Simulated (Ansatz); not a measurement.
# COF₂ (singlet): the correlation ladder, 6-31G

How much of the correlation energy of COF₂ (singlet) does each wave-function method recover here?

The runs use Ansatz 0.2.0, Gaussian basis; 6-31G, core rule «outside noble gas», up to 4 orbitals frozen.

The runs, in order: UHF; CCSD(T) on RHF; BCCD(T) on RHF; CISD; CCSDT(Q) on RHF; CCSDTQ on RHF; CASSCF and MRCISD+Q, 18 electrons in 13 orbitals; CASSCF and NEVPT2, 18 electrons in 13 orbitals.

17 further runs of the same task are left out: 17 set aside as unsound or not needed.

### Step 1. The system

The geometry is an MP2(full)/6-31G* stationary point (not a proven minimum).

4 atoms, charge 0, spin multiplicity 1.

Atoms are counted from 1 here; the program's logs count them from 0.

Bond lengths: O1–C2 1.186 Å, C2–F3 1.326 Å, C2–F4 1.326 Å. Angles: O1–C2–F3 126.2°, O1–C2–F4 126.2°, F3–C2–F4 107.5°.

### Step 2. UHF

The input, in.yaml:

```yaml
crystal:
  periodic: [false, false, false]
  atoms:
    - {symbol: O, position_ang: [0.000000, 0.000000, 1.350051]}
    - {symbol: C, position_ang: [0.000000, 0.000000, 0.163694]}
    - {symbol: F, position_ang: [0.000000, 1.069490, -0.620212]}
    - {symbol: F, position_ang: [0.000000, -1.069490, -0.620212]}
basis:
  gaussian: {orbitals: 6-31G}
magnetization: {spin_polarized: true, initial_magnetization: 0}
hamiltonian: {xc: hf}
output: {orbitals: {seedname: orbitals}}
```

The run is started by

```bash
$ ansatz run in.yaml --threads 1 --pin off --events-out ev --progress --plain --max-ram 3956MiB --backend cpu
```

Further steps of the session: CCSD(T) on RHF; BCCD(T) on RHF; CISD; CCSDT(Q) on RHF; CCSDTQ on RHF; CASSCF and MRCISD+Q, 18 electrons in 13 orbitals; CASSCF and NEVPT2, 18 electrons in 13 orbitals.

Q: Predict the results of all the runs planned. Wanted: RCCSDTQ below the RHF energy; RMP2 from RCCSDTQ; RCCSD from RCCSDTQ; RCCSD(T) from RCCSDTQ; RCCSDT(Q) from RCCSDTQ; NEVPT2 valence from RCCSDTQ; MRCISD+Q valence from RCCSDTQ; T1 diagnostic; effectively unpaired electrons.

As calculated:

| quantity | value |
| --- | --- |
| RCCSDTQ below the RHF energy | -12.8310 eV |
| RMP2 from RCCSDTQ | +250.7 meV |
| RCCSD from RCCSDTQ | +389.0 meV |
| RCCSD(T) from RCCSDTQ | +54.1 meV |
| RCCSDT(Q) from RCCSDTQ | -6.2 meV |
| NEVPT2 valence from RCCSDTQ | +796.9 meV |
| MRCISD+Q valence from RCCSDTQ | +146.9 meV |
| levels within 1 kcal/mol (43 meV) | RCCSDT(Q) |
| T1 diagnostic | 0.015 |
| effectively unpaired electrons | 0.05 |

**Reading.** RCCSD(T) misses by +54.1 meV, 0.4 % of the correlation energy. One determinant dominates. Of the multireference levels listed MRCISD+Q valence comes nearest in total energy (+146.9 meV), which doesn't show that its space is the better one. These misses are within one basis, not against nature.
